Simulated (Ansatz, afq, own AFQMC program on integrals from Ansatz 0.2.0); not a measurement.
AFQMC on a folder of integrals that Ansatz 0.2.0 wrote.

```yaml
crystal:
  periodic: [false, false, false]
  atoms:
    - {symbol: N, position_ang: [0.000000, 0.000000, 0.000000]}
basis:
  gaussian: {orbitals: aug-cc-pVTZ}
magnetization: {spin_polarized: true, initial_magnetization: 3}
correlation: {method: ccsd_t, electrons: outside_noble_gas, hamiltonian_folder: ham}
```

```sh
$ ansatz run in.yaml --threads 1 --pin off --events-out ev --progress --plain --max-ram 15360MiB --backend cuda --devices 0, --max-vram 18GiB
```

Options of the walk:

```
--method phaseless --trial cisd --walkers 4000 --populations 20 --least-time 60 --time-step 0.005 --steps-per-block 50 --equilibration-blocks 28 --max-blocks 4000 --target-error 8e-05 --factor-cut 1e-05 --start spin_pure --seed 3312 --release-times 0.24,0.5,1,1.5 --release-step 0.02 --release-every 3 --taylor-order 6
```

Times are imaginary, in 1/Eh. The walk had a cap of 135 s. With eight or more populations the least sampling time is a fifth of least-time, and the error comes from their spread.

afq prints:

```
orbitals 45  electrons 4 1  factors 270 of 270
reference energy -54.40116223 Eh
CCSD correlation -0.11320525 Eh in 8 cycles, weight of the determinant in the CISD state 0.9629
energy of the start -54.514330 Eh
 block  time / (1/Eh)  mean weight  energy / Eh
     1     0.250  0.9999  -54.514951
     2     0.500  1.0001  -54.515777
     3     0.750  0.9999  -54.516262
     4     1.000  1.0000  -54.516687
     5     1.250  1.0001  -54.516902
    12     3.000  0.9999  -54.517193
    19     4.750  1.0001  -54.517466
    26     6.500  1.0000  -54.517287
    33     8.250  0.9997  -54.517168
    40    10.000  0.9999  -54.517209
    47    11.750  0.9999  -54.517416
    54    13.500  1.0000  -54.517832
    60    15.000  1.0000  -54.517078
    61    15.250  0.9999  -54.517283
    68    17.000  0.9999  -54.517417
    75    18.750  1.0001  -54.517260
    78    19.500  0.9997  -54.517280
error from the spread of 20 populations
released: time / (1/Eh)  energy / Eh  error  mean overlap
  0.24  -54.517353  0.000021  0.9994
  0.50  -54.517364  0.000019  0.9986
  1.00  -54.517362  0.000018  0.9957
  1.50  -54.517331  0.000019  0.9941
energy -54.517334 +/- 0.000031 Eh
(rows thinned)
```

The run passed its tests (sampling time, drift between the halves within three errors, error under three times the target), which doesn't prove that it has relaxed.

Against this walk (error 0.8 meV) on the same determinant: CCSD(T) 11.2 meV higher, CCSDT(Q) 0.1 meV lower (within the noise), full CI 0.2 meV lower (within the noise). The error is statistical and leaves out the bias of the constraint. Released to 1.50 1/Eh the energy moves by 0.1 ± 1.0 meV (both errors), within twice the noise.

Cautions: constraint bias not in the error.

The walk took 39 s on 1 × NVIDIA H100 80GB HBM3 with 2 threads of AMD EPYC 7R13 Processor (Zen 3), on a shared host (the card was shared). The log's last line is the phaseless energy.

CCSDT and higher add their correlation energy to the determinant of the CCSD(T) run, since their own runs factorise the integrals more tightly (a shift of under 2 meV). A walk keeps the symmetry of its determinant, which the program's search chose and which needn't be the lowest solution, so a lower state of the same spin and another symmetry isn't excluded.
